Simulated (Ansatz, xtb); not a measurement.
# CH3AlS: which of two isomers lies lower

We compare a, `[CH2]1[AlH][S]1`, a singlet, with b, `C[S][Al]`, a singlet. Both are isolated molecules in the gas phase, relaxed with B3LYP-D4/def2-TZVP.

**Question.** Which of the two would you expect CCSD(T)/def2-TZVPP electronic energies to favour?

**Answer.** Structure b; the calculation gives E(b) − E(a) = −63.3 kJ/mol.

The same difference at several levels:

```csv
level,geometry,E(b) − E(a) (kJ/mol),departure from the last row (kJ/mol),"job, with rough time for the two"
B3LYP-D4/def2-TZVP,B3LYP-D4/def2-TZVP,−70.2,−6.9,"optimisation, 31 s"
HF/def2-TZVPP,B3LYP-D4/def2-TZVP,−73.7,−10.4,part of the CCSD(T) run
MP2/def2-TZVPP,B3LYP-D4/def2-TZVP,−52.0,+11.3,part of the CCSD(T) run
CCSD(T)/def2-TZVPP,B3LYP-D4/def2-TZVP,−63.3,,"single point, 24 s"
```

As drawn, b has 1 C–H in place of 1 C–Al, 1 Al–H. Structure a has a 3-membered ring, b no ring.

None of the levels shown reverses the order. The largest departure from CCSD(T)/def2-TZVPP is that of MP2/def2-TZVPP, 11.3 kJ/mol. Levels run at GFN2-xTB geometries aren't shown.

With harmonic frequencies from B3LYP-D4/def2-TZVP (ideal gas, rigid rotor, one conformer each, 298.15 K, 1 atm): on the last row, ΔE + ΔZPE = −52.0, ΔH = −50.4, ΔG = −55.8 kJ/mol.

The correlated steps freeze 11 core orbitals. Programs: Ansatz 0.2.0; the last row on 2 threads of Arm Neoverse V1 on a shared host.
